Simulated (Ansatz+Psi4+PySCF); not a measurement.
## singlet CH2O: levels of theory in one basis

```yaml
atoms:
  - { symbol: O, position_ang: [0.0000, 0.0000, 0.6835] }
  - { symbol: C, position_ang: [0.0000, 0.0000, -0.5366] }
  - { symbol: H, position_ang: [0.0000, 0.9344, -1.1242] }
  - { symbol: H, position_ang: [0.0000, -0.9344, -1.1242] }
```

Basis set: cc-pVTZ (spherical functions). Correlated methods keep 2 orbitals frozen. Charge 0, multiplicity 1.

Computed with Ansatz (development build ahead of 0.2.0) and Psi4 1.11; each method stands on the lowest determinant of its kind that the runs found.

| method | E − E(RHF) (eV) | <S²> of the determinant |
| --- | --- | --- |
| RHF | 0.00 | 0.00 |
| RHF-MP2 | -10.81 | – |
| RHF-CCSD | -11.07 | – |

(1) What does RHF-CCSD(T) give on the same scale?

Answers

(1) -11.53 eV.
